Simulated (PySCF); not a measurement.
How the functional moves excitation energies

Compound: hexane, C₆H₁₄.
Cartesian coordinates in Å at the PBE0-D3(BJ)/def2-SVP level; atoms count from 1:
```xyz
20
C6H14 angstrom
C     -3.1847   -0.2750    0.1771
C     -1.8355    0.3662    0.4597
C     -0.6776   -0.3170   -0.2550
C      0.6776    0.3170    0.0224
C      1.8355   -0.3662   -0.6922
C      3.1847    0.2750   -0.4096
H     -4.0004    0.2406    0.7063
H     -3.1989   -1.3309    0.4922
H     -3.4199   -0.2523   -0.8993
H     -1.8622    1.4313    0.1681
H     -1.6423    0.3612    1.5473
H     -0.6486   -1.3834    0.0354
H     -0.8676   -0.3117   -1.3442
H      0.8676    0.3117    1.1116
H      0.6486    1.3834   -0.2679
H      1.8622   -1.4313   -0.4006
H      1.6423   -0.3612   -1.7798
H      3.1989    1.3309   -0.7248
H      4.0004   -0.2406   -0.9389
H      3.4199    0.2523    0.6668
```

Linear-response calculations in the def2-SVPD basis (PySCF; singlets by full response, triplets Tamm–Dancoff, core orbitals frozen in the response; HF means time-dependent Hartree–Fock). 'Strongest' is the level of largest summed f among the singlets computed (10 roots, of which the last may lack a degenerate partner); it can jump between rows when another state enters that window. S1 is the lowest singlet of each run and needn't be the same state throughout; f(S1) is that of one state. One conformer (not necessarily the lowest) at the PBE0-D3(BJ)/def2-SVP geometry, without solvent, vibrations or thermal averaging.

```tsv
functional	kind	S1 (eV)	f(S1)	strongest (eV)	T1 (eV)	HOMO (eV)	gap (eV)	ionisation energy, ΔSCF (eV)
B3LYP	global hybrid, 20% exact exchange	8.25	0.000	8.91	8.11	-8.61	9.16	10.57
PBE0	global hybrid, 25% exact exchange	8.50	0.000	9.12	8.25	-8.82	9.66	10.60
CAM-B3LYP	range-separated hybrid	8.73	0.000	9.41	8.46	-10.23	11.71	10.91
wB97X-D	range-separated hybrid	8.96	0.000	9.65	8.85	-10.69	13.20	10.85
LC-wPBE	range-separated hybrid	9.36	0.000	10.08	8.95	-11.56	14.16	11.18
```

Question: What does BHandHLYP (global hybrid, 50% exact exchange) give?

Answer: S1 (eV) 9.08, f(S1) 0.000, strongest (eV) 9.76, T1 (eV) 8.76, HOMO (eV) -10.13, gap (eV) 11.45, ionisation energy, ΔSCF (eV) 10.92. S1 runs from 8.25 eV (B3LYP) to 9.36 eV (LC-wPBE), a spread of 1.10 eV, while the orbital gap spreads over 5.0 eV. Along B3LYP (20%), PBE0 (25%), BHandHLYP (50%) S1 rises with the share of exact exchange. −ε(HOMO) comes closest to its own ΔSCF ionisation energy with wB97X-D (-0.16 eV) and misses most with B3LYP (-1.96 eV).
